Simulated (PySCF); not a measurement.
**A thermochemical cycle for BO**

PBE in PySCF with def2-TZVPPD on every atom, for the lowest determinant that a PBE0 search found; no spin–orbit coupling. BO, a doublet (σ ↑), has De = 8.96 eV to neutral atoms, and BO⁺, a singlet (closed shell), has De = 4.66 eV to B⁺ + O.

At the same level the B atom ionises at 8.68 eV.

**Question.** What is the adiabatic ionisation energy of the molecule, and does ionisation strengthen or weaken the bond?

**Answer.** IE = IE(B) + De(neutral) − De(ion) = 8.68 + 8.96 − 4.66 = 12.98 eV. De changes by -4.30 eV, so ionisation weakens the bond.

For an ion De counts to the pair picked by the measured ionisation energies or electron affinities, which need not be the lowest pair at this level. States were picked by a PBE0 search and need not be the measured ground states.
